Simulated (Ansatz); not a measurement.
## How methods differ on AlNH2Cl (SMILES [NH2][Al][Cl])

The species is AlNH2Cl (5 atoms), meant as a doublet with charge 0. As SMILES, `[NH2][Al][Cl]`. The shape was relaxed beforehand at wB97X-V/def2-SVP. This is one conformer, not always the lowest.

Each level gives the adiabatic electron affinity (to the singlet anion, shapes relaxed at wB97X-V/def2-SVP, no zero-point term) (eV). The values are calculated.

The electron affinity is E(neutral) − E(anion): positive where the electron is bound.

```
              level                   kind  program  value (eV)  less CCSD(T)/def2-TZVPP  CPU time (all runs)
     UHF/def2-TZVPP           Hartree–Fock   Ansatz        0.41                    -1.04                 12 s
  USVWN5/def2-TZVPP                    LDA   Ansatz        1.56                    +0.11                6.7 s
    UPBE/def2-TZVPP                    GGA   Ansatz        1.43                    -0.02                7.6 s
U-r2SCAN/def2-TZVPP               meta-GGA   Ansatz        1.28                    -0.17                 17 s
UPBE0-D4/def2-TZVPP          global hybrid   Ansatz        1.40                    -0.05                 15 s
 UB2PLYP/def2-TZVPP          double hybrid   Ansatz        1.39                    -0.06                 21 s
    UMP2/def2-TZVPP    perturbation theory   Ansatz        1.27                    -0.18                 16 s
UCCSD(T)/def2-TZVPP  coupled cluster or CI   Ansatz        1.45                     0.00              2.2 min
```

UCCSD(T)/def2-TZVPP is the highest level here, not the true value. The values span 0.41 to 1.56 eV. CPU times are rough (shared hosts, several kinds of processor): they show what a rung costs within a factor of a few.
